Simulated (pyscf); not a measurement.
Routes from H₃C–NH₂ + AlH₃

Candidate steps break at most two bonds and form at most two. Each was searched with GFN2-xTB (tblite) first. Structures and frequencies: ωB97X-D3(BJ)/def2-SVP in PySCF. Energies: ωB97M-D3(BJ)/def2-TZVP, eV, from the separated reactants, singlet surface; ΔG‡ with ideal gas, 1 atm, RRHO with modes under 100 cm⁻¹ raised to 100, one conformer, R ln 2 for chiral ones without a mode under 150 cm⁻¹.

```csv
products,type,ΔE‡,ΔE,ΔG‡ 298 K,ΔG‡ 900 K,ν‡ (cm⁻¹)
CH₄ + H₂N–AlH₂,four-centre exchange,1.91,-1.98,2.32,3.16,1239i
H₃C–AlH₂ + NH₃,four-centre exchange,3.00,-0.87,3.29,4.06,1157i
```

Row 1: On the reactant side the descent ends in an adduct with a Al–N contact, 1.55 eV under the separated species and 3.48 eV under the saddle at ωB97X-D3(BJ)/def2-TZVP. Row 2: On the reactant side the descent ends in an adduct with a Al–N contact, 1.55 eV under the separated species and 4.66 eV under the saddle at ωB97X-D3(BJ)/def2-TZVP. On the product side the descent ends in an adduct with a Al–N contact, 1.33 eV under the separated species and 5.30 eV under the saddle at ωB97X-D3(BJ)/def2-TZVP. 

Plain bond fissions and candidates not yet searched are not listed, and one of them may be faster. Each barrier is that of the saddle found; lower ones may exist. One closed-shell reference is unstable to symmetry breaking; treat the single-reference values with care.
